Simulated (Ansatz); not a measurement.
Basis-set extrapolation for `S=COCS` (PBE0-D4/def2-TZVP geometry, frozen core, the Gaussian-basis code of Ansatz). Multiplicity 1, RHF reference.

```
                      def2-TZVPP   def2-QZVPP
                 HF  -948.038618  -948.068106
    MP2 correlation    -0.910457    -0.981146
CCSD(T) correlation    -0.999062      not run
```

Energies in hartree. Use E(X) = E(∞) + A·exp(−7.88·√X) for Hartree–Fock and E(X) = E(∞) + B·X^(−2.97) for correlation, with X = 3 and 4, and add CCSD(T) minus MP2 of the smaller set to the MP2 limit.

**Question.** What is the CCSD(T) energy at the basis-set limit?

**Answer.** HF limit: -948.068106 + (-0.029488) × 0.13774 = -948.07217. MP2 limit: -0.981146 + (-0.070689) × 0.74074 = -1.03351. Higher-order term: -0.999062 − (-0.910457) = -0.08861. Total: -949.19429 hartree, 4.26 eV below CCSD(T)/def2-TZVPP.
